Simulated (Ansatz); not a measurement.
# CH₇AlO: basis-set convergence

Aim: see how fast density functionals converge with the basis set for CH₇AlO.

Computed with Ansatz 0.2.0, Gaussian basis. Level: one geometry, several basis sets.

Plan: PBE0-D4/def2-SVP; ωB97M-V/def2-SVP; PBE0-D4/def2-QZVPP; ωB97M-V/def2-QZVPP; the functionals' def2-TZVPP values are taken from earlier runs.

## 1. Structure used throughout

An earlier PBE0-D4 in a triple-zeta def2 set relaxation fixed the geometry.

10 atoms, charge 0, spin multiplicity 1.

Atoms are counted from 1 here; the program's logs count them from 0.

Bond lengths: C1–O2 1.434 Å, C1–H4 1.090 Å, C1–H5 1.091 Å, C1–H6 1.088 Å, O2–Al3 1.989 Å, O2–H7 0.963 Å, Al3–H8 1.605 Å, Al3–H9 1.597 Å, Al3–H10 1.600 Å. Angles: O2–C1–H4 109.6°, O2–C1–H5 110.6°, O2–C1–H6 106.1°, H4–C1–H5 111.1°, H4–C1–H6 109.7°, H5–C1–H6 109.6°, C1–O2–Al3 119.2°, C1–O2–H7 111.0°, Al3–O2–H7 112.2°, O2–Al3–H8 99.4°, O2–Al3–H9 99.4°, O2–Al3–H10 96.2°, H8–Al3–H9 116.6°, H8–Al3–H10 117.1°, H9–Al3–H10 120.1°.

## 2. PBE0-D4 in def2-SVP

Input file in.yaml:

```yaml
crystal:
  periodic: [false, false, false]
  atoms:
    - {symbol: C, position_ang: [-1.049003, 0.619973, -0.668656]}
    - {symbol: O, position_ang: [0.338982, 0.266827, -0.599303]}
    - {symbol: Al, position_ang: [1.027852, -0.640791, 1.030880]}
    - {symbol: H, position_ang: [-1.218845, 1.269063, -1.527808]}
    - {symbol: H, position_ang: [-1.670612, -0.274994, -0.724510]}
    - {symbol: H, position_ang: [-1.269631, 1.161217, 0.249222]}
    - {symbol: H, position_ang: [0.624385, -0.170445, -1.407871]}
    - {symbol: H, position_ang: [-0.050179, -1.823563, 1.146979]}
    - {symbol: H, position_ang: [0.888910, 0.558629, 2.076485]}
    - {symbol: H, position_ang: [2.461242, -1.017114, 0.427482]}
basis:
  gaussian: {orbitals: def2-SVP}
hamiltonian: {xc: pbe0, dispersion: d4}
output: {orbitals: {seedname: orbitals}}
```

The runs that follow: ωB97M-V in def2-SVP; PBE0-D4 in def2-QZVPP; ωB97M-V in def2-QZVPP.

Q: Predict the results of all the runs planned. Wanted: PBE0-D4: double and triple zeta above quadruple; ωB97M-V: double and triple zeta above quadruple.

**Answer**, as computed:

| quantity | value |
| --- | --- |
| PBE0-D4: double and triple zeta above quadruple | 6.45, 0.40 eV |
| ωB97M-V: double and triple zeta above quadruple | 6.64, 0.39 eV |

In words: For PBE0-D4 the step from double to triple zeta gains 6.05 eV and the next only 0.40 eV. These are total energies; as a rule much of such shifts cancels in differences, which this series doesn't test. The LUMO of ωB97M-V is positive and keeps falling with the basis (1.77 to 0.65 eV): an unbound level that the basis holds in place.
